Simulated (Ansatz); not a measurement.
# C₃H₅ClO: a ladder of functionals and wavefunction methods

An exercise on one series of results from a longer session: the logs are not shown, and one member is left open.

Program: Ansatz 0.2.0, Gaussian basis. Level of theory: functionals in def2-TZVPP, the program's frozen cores in correlated methods. These are calculated values, not measurements.

Levels to be run: LDA (SPW92), PBE-D4, revPBE-D4, BLYP-D4, r2SCAN-D4, B97M-V, PBE0-D4, B3LYP-D4, r2SCANh-D4, r2SCAN0-D4, HSE06-D4, BHLYP-D4, CAM-B3LYP-D4, LC-ωPBE, ωB97X-V, ωB97M-V, B2PLYP, PBE-QIDH; CCSD(T)/def2-SVP; CCSD(T)/def2-TZVPP; MP2/def2-QZVPP; extrapolation to the limit; RPA on PBE.

### The geometry

The geometry comes from an earlier relaxation with PBE0-D4 in a triple-zeta def2 set; it is a stationary point, not always the lowest conformer.

SMILES `ClC1CCO1`, 10 atoms, charge 0, spin multiplicity 1.

Atoms are counted from 1 here; the program's logs count them from 0.

Bond lengths: Cl1–C2 1.802 Å, C2–C3 1.525 Å, C2–O5 1.398 Å, C2–H6 1.089 Å, C3–C4 1.530 Å, C3–H7 1.090 Å, C3–H8 1.087 Å, C4–O5 1.443 Å, C4–H9 1.091 Å, C4–H10 1.093 Å. Angles: Cl1–C2–C3 113.8°, Cl1–C2–O5 112.7°, Cl1–C2–H6 104.8°, C3–C2–O5 92.6°, C3–C2–H6 119.9°, O5–C2–H6 113.2°, C2–C3–C4 83.9°, C2–C3–H7 113.1°, C2–C3–H8 115.8°, C4–C3–H7 114.3°, C4–C3–H8 117.3°, H7–C3–H8 110.2°, C3–C4–O5 90.7°, C3–C4–H9 116.8°, C3–C4–H10 115.4°, O5–C4–H9 111.2°, O5–C4–H10 111.3°, H9–C4–H10 110.0° and more.

The first run:

in.yaml

```yaml
crystal:
  periodic: [false, false, false]
  atoms:
    - {symbol: Cl, position_ang: [-1.280830, -0.469373, -2.013203]}
    - {symbol: C, position_ang: [-0.970434, 0.025343, -0.308328]}
    - {symbol: C, position_ang: [0.189737, -0.717233, 0.344957]}
    - {symbol: C, position_ang: [0.900827, 0.633409, 0.238734]}
    - {symbol: O, position_ang: [-0.318177, 1.258312, -0.214961]}
    - {symbol: H, position_ang: [-1.951347, 0.022744, 0.165154]}
    - {symbol: H, position_ang: [-0.025248, -1.032713, 1.365468]}
    - {symbol: H, position_ang: [0.603711, -1.544597, -0.225089]}
    - {symbol: H, position_ang: [1.250176, 1.080542, 1.170807]}
    - {symbol: H, position_ang: [1.684584, 0.692367, -0.520636]}
basis:
  gaussian: {orbitals: def2-TZVPP}
hamiltonian: {xc: lda}
output: {orbitals: {seedname: orbitals}}
```

Among the steps run: LDA; PBE-D4 (GGA); revPBE-D4 (GGA); BLYP-D4 (GGA); r2SCAN-D4 (meta-GGA); B97M-V (meta-GGA); PBE0-D4 (hybrid); B3LYP-D4 (hybrid); r2SCANh-D4 (hybrid); r2SCAN0-D4 (hybrid); HSE06-D4 (hybrid); BHLYP-D4 (hybrid); CAM-B3LYP-D4 (range-separated); LC-ωPBE (range-separated); ωB97X-V (range-separated); ωB97M-V (range-separated); B2PLYP (double hybrid); PBE-QIDH (double hybrid).

One of the session's tables, all rows but one given; the rest of the session is left out.

It belongs to the step «Frontier levels by functional». 

| functional | HOMO (eV) | LUMO (eV) | gap (eV) |
| --- | --- | --- | --- |
| LDA (SPW92) | -6.62 | -0.45 | 6.17 |
| PBE-D4 | -6.50 | -0.23 | 6.27 |
| revPBE-D4 | -6.45 | -0.14 | 6.31 |
| BLYP-D4 | -6.39 | -0.14 | 6.25 |
| r2SCAN-D4 | -6.82 | 0.07 | 6.89 |
| B97M-V | -6.96 | 0.07 | 7.03 |
| PBE0-D4 | -8.01 | 0.86 | 8.87 |
| B3LYP-D4 | -7.77 | 0.55 | 8.32 |
| r2SCANh-D4 | ? | ? | ? |
| r2SCAN0-D4 | -8.24 | 1.06 | 9.30 |
| HSE06-D4 | -7.61 | 0.47 | 8.08 |
| BHLYP-D4 | -9.46 | 1.77 | 11.23 |
| CAM-B3LYP-D4 | -9.42 | 1.88 | 11.31 |
| LC-ωPBE | -10.74 | 3.20 | 13.94 |
| ωB97X-V | -10.43 | 3.02 | 13.45 |
| ωB97M-V | -10.34 | 2.66 | 13.00 |

Estimate the missing values for r2SCANh-D4.

Worked estimate for «HOMO (eV)». Against the share of exact exchange, r2SCAN-D4 (0, -6.82), r2SCAN0-D4 (0.25, -8.24) give a slope of -5.68 per unit share; at 0.1 the line stands at -7.39.

The run gave: HOMO (eV): -7.39; LUMO (eV): 0.47; gap (eV): 7.86. In «HOMO (eV)» the line misses by 0.00.
